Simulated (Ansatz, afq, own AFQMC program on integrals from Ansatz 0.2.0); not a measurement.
# Atomization energy of SiH2O, singlet, worked out

| atom | x (Å) | y (Å) | z (Å) |
| --- | --- | --- | --- |
| Si | 0.0000 | -0.1186 | 0.6062 |
| O | 0.0000 | 0.1621 | -1.0273 |
| H | 0.0000 | 1.3666 | 0.9807 |
| H | 0.0000 | -0.6354 | -1.5633 |

Connectivity, by distances: SiH–OH.

Basis cc-pVDZ. Only valence electrons are correlated. Ansatz 0.2.0 and our own AFQMC program on the same integrals; the CISD trial comes from CCSD amplitudes, and released means the phaseless constraint is let go. ± is one standard error of the sampling.

Total energies in eV. CBS is CCSD(T) at the limit of def2-TZVPP/QZVPP (extrapolated itself); the highest rung of each member is named.

Cautions: SiH₂O (singlet): restricted determinant unstable towards unrestricted (UHF 6 meV lower, ⟨S²⟩ 0.11), the released energies move by 1.5 errors or more from one time to the next, so no released level is given (meV from the phaseless value at times in 1/Eh: -6 ± 5 at 0.24, -8 ± 4 at 0.51, -8 ± 4 at 0.99, -6 ± 5 at 1.62, -15 ± 5 at 2.40).

| member | count | CCSD(T)/cc-pVDZ | highest rung in cc-pVDZ | which | CCSD(T)/CBS |
| --- | --- | --- | --- | --- | --- |
| Si (triplet) | +1 | -7861.7800 | -7861.7922 | FCI | -7862.5000 |
| O (triplet) | +1 | -2038.4036 | -2038.4088 | FCI | -2040.9924 |
| H (doublet) | +2 | -13.5861 | -13.5861 | FCI | -13.6059 |
| SiH₂O, singlet | -1 | -9938.9739 | -9939.0122 | CCSDTQ | -9943.9615 |

Work out the best estimate of the atomization energy: the CCSD(T)/CBS difference plus the step from CCSD(T) to the highest rung.

Sums with the counts: CCSD(T)/CBS 13.2573 eV, highest rung 11.6390 eV, CCSD(T)/cc-pVDZ 11.6181 eV. The step is 11.6390 − 11.6181 = 0.0209 eV, so the best estimate is 13.2573 + (0.0209) = 13.2782 eV = 1281.2 kJ/mol. The basis set is worth 1.639 eV of it. Zero-point, core-correlation and spin–orbit terms aren't in it. Past Ne the Hartree–Fock part of each CBS total tends to overshoot, since the cores don't follow the formula; that largely cancels in the difference.

Best estimates are given only where the step beyond CCSD(T) is under 0.3 eV and no member's determinant is very poor (T1 over 0.05, or 0.07 for open shells, ⟨S²⟩ too high by 0.3, two states mixed), so the hardest cases are missing from such tables.

CCSDT and higher add their correlation energy to the determinant of the CCSD(T) run, since their own runs factorise the integrals more tightly (a shift of under 2 meV). Each member of a difference takes its own highest rung, so a best estimate needn't equal the limit plus the step of one row.
